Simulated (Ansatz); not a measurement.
**Does Sr3Ti2O7 in I4/mmm form from SrO and TiO2?**

Plane-wave DFT in Ansatz with scalar-relativistic PAW potentials, cutoff 500 eV, Γ-centred meshes chosen by cell and gap, Gaussian smearing with energies taken to zero width. Every cell was relaxed (cell and atoms) in a run of its own, within the symmetry of its start. Functional: r2SCAN.

The ternary relaxed to I4/mmm, 12 atoms in the computed cell, a = 3.902 Å, c = 20.345 Å; sites (symmetry × multiplicity) Sr 4/mmm × 2 + 4mm × 4, Ti 4mm × 4, O 2mm. × 8 + 4/mmm × 2 + 4mm × 4.

Total energies hold large constants for each element; a whole number of eV per atom of each element is taken off below, which cancels in a balanced reaction.

| compound | lowest structure computed | structures tried | V (Å³/atom) | gap on mesh (eV) | E (eV per formula unit, common shift removed) |
| --- | --- | --- | --- | --- | --- |
| Sr3Ti2O7 | I4/mmm | 1 | 12.91 | 2.35 | -41.7577 |
| SrO | Fm-3m | 2 | 17.18 | 3.80 | -6.0553 |
| TiO2 | I4_1/amd | 12 | 11.40 | 2.57 | -10.3316 |

Q: Balance the reaction and work out its energy at 0 K.

A: The balance is 3 SrO + 2 TiO2 → Sr3Ti2O7. ΔE = -2.928 eV per formula unit, -244 meV/atom, and the volume changes by -9.7 %. The ternary lies below these binaries, so it can form from them; whether it is stable also hangs on other ternaries and on other oxidation states, which this balance leaves out. Against the elements it is bound by 3.40 eV/atom, 14 times the size of this reaction energy: most of the binding is already in the binaries, and stability is decided by the small rest. A lower form of a binary that wasn't tried would raise the value, and a lower form of the ternary would lower it.